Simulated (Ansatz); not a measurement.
Reaction (substitution at a C–C bond): `FCC1=C(F)N1` + `N=C=O` → `O=C=NCF` + `FC1=CN1`

Gas-phase electronic energies from Ansatz, PBE0-D4/def2-TZVP geometries. CCSD(T)/CBS adds triple-zeta CCSD(T) − MP2 to the extrapolated MP2 energy (def2 sets, frozen cores). This one scheme is used for every species. One conformer a species, not always the lowest.

`FCC1=C(F)N1`:

```xyz
9

F     0.604    0.496   -2.076
C    -0.062   -0.417   -1.274
C    -0.136    0.019    0.106
C    -0.444    0.643    1.171
F    -1.318    1.252    1.906
N     0.919    0.373    1.302
H    -1.078   -0.536   -1.664
H     0.466   -1.371   -1.359
H     1.050   -0.459    1.887
```

`N=C=O`:

Cartesian coordinates in Å:
```
N 0.091 0.686 -0.329
C -0.294 -0.387 0.072
O -0.783 -1.392 0.386
H 0.986 1.094 -0.129
```

`O=C=NCF`:

Cartesian coordinates in Å:
```
O -0.019 2.510 -0.836
C -0.248 1.459 -0.399
N -0.596 0.412 0.081
C 0.026 -0.843 0.273
F 1.317 -0.849 -0.193
H -0.531 -1.613 -0.268
H 0.052 -1.077 1.341
```

`FC1=CN1`:

Z-matrix (Å, degrees):
```
C
C 1 1.267
N 1 1.409 2 74.0
F 1 1.294 2 151.2 3 173.8
H 2 1.070 1 161.6 3 -139.1
H 3 1.024 1 109.2 2 -97.1
```

```json
{"level": "SCS-MP2/def2-TZVPP", "ΔE (kJ/mol)": "29.1"}
{"level": "CCSD/CBS(def2)", "ΔE (kJ/mol)": "28.7"}
```

(1) What does CCSD(T)/CBS give? (An estimate is asked.)

Largest T1 diagnostic among the species: 0.018.

Results:

(1) Computed: +30.4 kJ/mol. The listed levels differ from it by -1.3, -1.7 kJ/mol.

In def2-TZVPP, CCSD(T) changes the Hartree–Fock value by +7.7 kJ/mol (the triples alone add +1.7 kJ/mol) and MP2 by +10.3 kJ/mol. From PBE to PBE0 (25 % exact exchange), in def2-TZVPP and without D4, ΔE moves by −3.6 kJ/mol.
